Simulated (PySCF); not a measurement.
Compound: C2H2O.
Geometry (PBE0-D3(BJ)/def2-TZVP, Å), atoms numbered from 1 in this order:
```
atom  x, y, z in Å
C1    -0.482   -0.035    0.225
C2     0.696    0.031   -0.336
O3     1.740    0.088   -0.831
H4    -1.163   -0.823   -0.058
H5    -0.758    0.702    0.965
```

All values: wB97X-D/pcSseg-2 (PySCF, non-relativistic), on one gas-phase PBE0-D3(BJ)/def2-TZVP geometry that isn't relaxed in the solvent. The solvent is an IEF-PCM continuum (cavity from Bondi-type radii × 1.2). The model holds no explicit solvent molecules, cavitation or dispersion.

Gas phase at wB97X-D/pcSseg-2: HOMO -9.00 eV, LUMO 0.94 eV, dipole 1.47 D.

Problem. What does the continuum do to the energy, the frontier levels and the dipole at wB97X-D/pcSseg-2 in chloroform?

Solution. 
```tsv
solvent	ε	E(solvent) − E(gas) (kcal/mol)	polarisation term (kcal/mol)	distortion of the solute (kcal/mol)	HOMO (eV)	LUMO (eV)	dipole (D)
chloroform	4.711	-1.83	-2.01	0.18	-8.92	1.06	1.80
```

The first energy column is the sum of the next two and covers electrostatics alone.

Problem. Which radius a makes the point-dipole formula ΔE = −[(ε − 1)/(2ε + 1)]·μ²/a³ give the value in chloroform, with the gas-phase dipole?

Solution. μ = 0.580 au and |ΔE| = 0.00292 Eh give a = 1.83 Å; the farthest nucleus lies 1.92 Å from the centroid of the nuclei, so such a sphere wouldn't even hold the nuclei. The formula assumes a rigid point dipole at the centre of a sphere.

Problem. Give the dipole vector in the frame of the coordinates (D, pointing from negative to positive charge), gas and chloroform.

Solution. Gas (-1.33, -0.07, 0.63), solvent (-1.63, -0.09, 0.77). Its length changes by +22 % and its direction by less than 1°.

The pairwise dispersion term of wB97X-D wasn't added to the energies; at a given geometry it leaves orbitals and properties as they are.
